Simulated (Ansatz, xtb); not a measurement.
Relative energy of two structures of CH3BSi+

Structure a is a doublet given by its coordinates and structure b is the doublet with the links of `[H]/[Si+]=C\[BH]`. Both are isolated ions in the gas phase, relaxed with PBE0-D3(BJ)/def2-SVP; the shapes shown needn't be the lowest conformers.

a (Å):

```
atom    x (Å)    y (Å)    z (Å)
   C   0.3669  -0.5696  -0.0387
   B  -0.8389  -1.3840  -0.2121
  Si  -0.8024   0.9618   0.1922
   H  -1.7507  -2.1455  -0.2871
   H   0.7024  -0.2576  -1.0642
   H   1.2392  -0.8521   0.5780
```

Close contacts (Å): C1–B2 1.47, C1–Si3 1.94, B2–Si3 2.38, C1–H5 1.12, C1–H6 1.11, B2–H4 1.19.

b (Å):

| atom | x (Å) | y (Å) | z (Å) |
| --- | --- | --- | --- |
| C | -0.1663 | 1.6690 | -1.5092 |
| B | 0.4284 | 0.9347 | -0.4619 |
| Si | -0.1175 | 3.3707 | -1.0477 |
| H | 0.9472 | 0.4326 | 0.4814 |
| H | -0.5978 | 1.3221 | -2.4565 |
| H | 0.4885 | 3.7686 | 0.2632 |

Energies in hartree; the thermal terms are from PBE0-D3(BJ)/def2-SVP harmonic frequencies (ideal gas, rigid rotor, one conformer each, 298.15 K, 1 atm) and include the zero-point energy:

```
                               a           b
E, CCSD(T)/def2-TZVP  −353.259814  −353.262525
   zero-point energy     0.034481     0.033538
        H(298 K) − E     0.039900     0.038956
        G(298 K) − E     0.007894     0.006813
```

Problem. Work out ΔE, ΔE₀, ΔH and ΔG for a → b in kcal/mol (1 Eh = 627.51 kcal/mol) and the equilibrium ratio [b]/[a].

Solution. 1. ΔE = −353.262525 − (−353.259814) = −0.002711 Eh = −1.70 kcal/mol.
2. ΔE₀ = ΔE + ΔZPE = −0.002711 + (−0.000943) Eh = −2.29 kcal/mol.
3. ΔH = ΔE + (−0.000944) Eh = −2.29 kcal/mol.
4. ΔG = ΔE + (−0.001081) Eh = −2.38 kcal/mol, so ΔS = (ΔH − ΔG)/T = +1.2 J/(mol K).
5. kT = 0.9442 mEh, so K = [b]/[a] = exp(−ΔG/kT) = exp(+4.02) ≈ 55.

Structure b is favoured at this temperature. An error of 1 kcal/mol in ΔG would change K by a factor of 5.4. Mirror images and further conformers aren't counted.

Other levels gave ΔE = +0.3 (PBE0-D3(BJ)/def2-SVP); −6.4 (HF/def2-TZVP); −5.1 (MP2/def2-TZVP) kcal/mol. Open shells are spin-unrestricted. The correlated steps freeze 7 core orbitals. Programs: Ansatz 0.2.0.
